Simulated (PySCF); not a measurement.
# BH2 (boron dihydride): UCCSD(T)/cc-pVTZ

Aim: the vertical ionisation energy of BH2 (boron dihydride) at UCCSD(T)/cc-pVTZ, from 2 runs. The job is set up through a Python script.

The results are computed with PySCF 2.14.0.

2 further runs of the same task are left out: 2 set aside as unsound or not needed.

### 1 Starting point

BH2: 3 atoms, total charge 0, spin state doublet. SMILES: `[BH2]`. Geometry: relaxed at GFN2-xTB.

Bond lengths: B1–H2 1.159 Å, B1–H3 1.159 Å. Angles: H2–B1–H3 128.4°.

### 2 The energy at UCCSD(T)/cc-pVTZ

calc.py reads:

```python
from pyscf import gto, cc

mol = gto.Mole()
mol.atom = '''
B      0.496696    -0.314129     0.243094
H      0.529161     1.861985     0.493181
H     -1.025857    -1.547856    -0.736294
'''
mol.basis = 'cc-pvtz'
mol.verbose = 4
mol.max_memory = 1860
mol.unit = 'bohr'
mol.spin = 1
mol.build()

mf = mol.UHF()
mf.conv_tol = 1e-10
mf.kernel()
if not mf.converged:
    mf = mf.newton().run(mf.mo_coeff, mf.mo_occ)

mycc = cc.CCSD(mf, frozen=1)
mycc.kernel()
e_t = mycc.ccsd_t()
etot = mycc.e_tot + e_t
print('E = %.10f Eh' % etot)
```

Run with:

```console
$ OMP_NUM_THREADS=1 python calc.py
```

What it wrote:

```text
PySCF version 2.14.0

[INPUT] num. atoms = 3
[INPUT] num. electrons = 7
[INPUT] charge = 0
[INPUT] spin (= nelec alpha-beta = 2S) = 1
[INPUT] symmetry False subgroup None
[INPUT] Mole.unit = bohr
[INPUT] Symbol           X                Y                Z      unit          X                Y                Z       unit  Magmom
[INPUT]  1 B      0.262840203955  -0.166229908089   0.128639804911 AA    0.496696000000  -0.314129000000   0.243094000000 Bohr   0.0
[INPUT]  2 H      0.280019942108   0.985320029075   0.260980146059 AA    0.529161000000   1.861985000000   0.493181000000 Bohr   0.0
[INPUT]  3 H     -0.542860146063  -0.819090120986  -0.389630005337 AA   -1.025857000000  -1.547856000000  -0.736294000000 Bohr   0.0

nuclear repulsion = 4.81824332927891
number of shells = 21
number of NR pGTOs = 74
number of NR cGTOs = 58
basis = cc-pvtz
ecp = {}

[... 65 lines left out ...]
converged SCF energy = -25.759783423246  <S^2> = 0.75364985  2S+1 = 2.0036465
[... 1 line left out ...]
******** <class 'pyscf.cc.uccsd.UCCSD'> ********
CC2 = 0
CCSD nocc = (np.int64(3), np.int64(2)), nmo = (57, 57)
frozen orbitals 1
max_cycle = 50
direct = 0
conv_tol = 1e-07
conv_tol_normt = 1e-06
diis_space = 6
diis_start_cycle = 0
diis_start_energy_diff = 1e+09
Init t2, MP2 energy = -0.0823588321258693
Init E_corr(UCCSD) = -0.0823588321258954
cycle = 1  E_corr(UCCSD) = -0.0954744991758428  dE = -0.013115667  norm(t1,t2) = 0.0403775
cycle = 2  E_corr(UCCSD) = -0.0987924727772095  dE = -0.0033179736  norm(t1,t2) = 0.0150261
cycle = 3  E_corr(UCCSD) = -0.100588625456554  dE = -0.00179615268  norm(t1,t2) = 0.00716176
cycle = 4  E_corr(UCCSD) = -0.100523122995912  dE = 6.55024606e-05  norm(t1,t2) = 0.00195889
cycle = 5  E_corr(UCCSD) = -0.100531178574747  dE = -8.05557883e-06  norm(t1,t2) = 0.000455513
cycle = 6  E_corr(UCCSD) = -0.100535038964282  dE = -3.86038954e-06  norm(t1,t2) = 0.000108297
cycle = 7  E_corr(UCCSD) = -0.100534863237843  dE = 1.75726439e-07  norm(t1,t2) = 3.61011e-05
cycle = 8  E_corr(UCCSD) = -0.100534954738753  dE = -9.15009104e-08  norm(t1,t2) = 1.03149e-05
cycle = 9  E_corr(UCCSD) = -0.10053496567319  dE = -1.09344368e-08  norm(t1,t2) = 4.1421e-06
cycle = 10  E_corr(UCCSD) = -0.100534942158819  dE = 2.35143706e-08  norm(t1,t2) = 1.04337e-06
cycle = 11  E_corr(UCCSD) = -0.100534947157056  dE = -4.99823713e-09  norm(t1,t2) = 3.98288e-07
UCCSD converged
E(UCCSD) = -25.86031837040308  E_corr = -0.1005349471570563
UCCSD(T) correction = -0.00190209121024551
E = -25.8622204616 Eh
```

Run time: 4.5 s. Hardware: 1 thread of Arm Neoverse V2, shared host; peak memory 0.61 GiB.

### 3 The singlet cation

run.py reads:

```python
from pyscf import gto, scf, cc

mol = gto.M(
    atom='''
B      0.496696    -0.314129     0.243094
H      0.529161     1.861985     0.493181
H     -1.025857    -1.547856    -0.736294
''',
    spin=0,
    max_memory=1860,
    unit='bohr',
    verbose=3,
    charge=1,
    basis='cc-pvtz',
)

hf = scf.RHF(mol)
hf.conv_tol = 1e-10
hf.kernel()
if not hf.converged:
    hf = hf.newton().run(hf.mo_coeff, hf.mo_occ)

mycc = cc.CCSD(hf, frozen=1)
mycc.kernel()
e_t = mycc.ccsd_t()
e_tot = mycc.e_tot + e_t
print('Final energy', e_tot)
```

Run with:

```console
$ OMP_NUM_THREADS=1 python run.py
```

What it wrote:

```text
converged SCF energy = -25.4427804422894
E(CCSD) = -25.53019123624983  E_corr = -0.08741079396045706
CCSD(T) correction = -0.000992667026324888
Final energy -25.531183903276155
```

It took 1.4 s on 1 thread of Arm Neoverse V2, shared host; peak memory 0.18 GiB.

### 4 Outcome

Level: UCCSD(T)/cc-pVTZ, 1 core orbital frozen.

| quantity | value |
| --- | --- |
| doublet BH2: total energy | -25.86222 Eh |
| doublet BH2: dipole moment (Hartree–Fock density) | 0.46 D |
| doublet BH2: HOMO energy (Hartree–Fock orbitals) (highest over α and β) | -9.47 eV |
| doublet BH2: LUMO energy (Hartree–Fock orbitals) (lowest over α and β) | 1.32 eV |
| doublet BH2: correlation energy (1 core orbital frozen) | -102.4 mEh |
| doublet BH2: (T) correction | -1.90 mEh |
| doublet BH2: ⟨S²⟩ of the reference determinant | 0.754 |
| doublet BH2: T1 diagnostic | 0.009 |
| singlet cation: total energy | -25.53118 Eh |
| singlet cation: HOMO energy (Hartree–Fock orbitals) | -23.73 eV |
| singlet cation: LUMO energy (Hartree–Fock orbitals) | -7.84 eV |
| singlet cation: HOMO–LUMO gap (Hartree–Fock orbitals) | 15.89 eV |
| singlet cation: correlation energy (1 core orbital frozen) | -88.4 mEh |
| singlet cation: (T) correction | -0.99 mEh |
| singlet cation: T1 diagnostic | 0.008 |
| vertical ionisation energy (to the singlet cation) | 9.008 eV |

What this shows: Removing an electron at fixed nuclei costs 9.01 eV (208 kcal/mol). Only the singlet of the ionised species was computed; a triplet could lie lower. The triples (doublet BH2) make up 1.9 % of the correlation energy. Mulliken charges (singlet cation) of the mean-field density run from +0.19 on H2 to +0.62 on B1; they depend strongly on the basis. The triples (singlet cation) make up 1.1 % of the correlation energy.
